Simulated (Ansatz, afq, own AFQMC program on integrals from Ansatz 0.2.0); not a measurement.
Two steps: Ansatz 0.2.0 writes the Fock matrix and Cholesky factors of the valence space, and afq projects on them the lowest state that overlaps trial and start.

```yaml
crystal:
  periodic: [false, false, false]
  atoms:
    - {symbol: Ge, position_ang: [0.000000, 0.000000, 0.000000]}
basis:
  gaussian: {orbitals: aug-cc-pVTZ}
magnetization: {spin_polarized: true, initial_magnetization: 2}
correlation: {method: ccsd_t, electrons: outside_noble_gas, hamiltonian_folder: ham}
```

```sh
$ ansatz run in.yaml --threads 1 --pin off --events-out ev --progress --plain --max-ram 24576MiB --backend cuda --devices 0, --max-vram 18GiB
```

Options of the walk:

```
--method free --trial cisd --walkers 4000 --time-step 0.03 --max-blocks 4000 --target-error 0.00014 --factor-cut 1e-05 --seed 9451 --times 0,0.3,0.6,1.2,1.8,2.4,3.6,4.8,6 --taylor-order 8
```

Times are imaginary, in 1/Eh. The walk had a cap of 67 s. Filled inner d shells are frozen with the cores.

Log:

```
orbitals 45  electrons 3 1  factors 310 of 375
reference energy -2075.36117488 Eh
CCSD correlation -0.06550840 Eh in 9 cycles, weight of the determinant in the CISD state 0.9435
repeat  energy at the last time / Eh  error
    10  -2075.429242  0.000028
    20  -2075.429242  0.000021
    30  -2075.429216  0.000018
time / (1/Eh)  energy / Eh  error  mean overlap
  0.00  -2075.426685  0.000001  1.0600
  0.30  -2075.427865  0.000004  1.0584
  0.60  -2075.428439  0.000007  1.0577
  1.20  -2075.428911  0.000008  1.0593
  1.80  -2075.429089  0.000009  1.0602
  2.40  -2075.429149  0.000011  1.0612
  3.60  -2075.429211  0.000014  1.0606
  4.80  -2075.429224  0.000012  1.0625
  6.00  -2075.429225  0.000020  1.0625
energy -2075.429225 +/- 0.000020 Eh
```

The run passed its tests (error under three times the target), which doesn't prove that it has relaxed.

Against this walk (error 0.5 meV) on the same determinant: CCSD(T) 16.2 meV higher, CCSDT(Q) 0.1 meV higher (within the noise), full CI 0.2 meV lower (within the noise). The error is statistical, and a free projection of finite length keeps a remainder of its start.

Cautions: remainder of the start not in the error; no relativity below Rb; no spin-orbit coupling; inner d shell frozen.

The walk took 59 s on 1 × NVIDIA H100 80GB HBM3 with 2 threads of AMD EPYC 7R13 Processor (Zen 3), on a shared host (the card was shared). The log's last line is the free-projection energy.

CCSDT and higher add their correlation energy to the determinant of the CCSD(T) run, since their own runs factorise the integrals more tightly (a shift of under 2 meV). A walk keeps the symmetry of its determinant, which the program's search chose and which needn't be the lowest solution, so a lower state of the same spin and another symmetry isn't excluded.
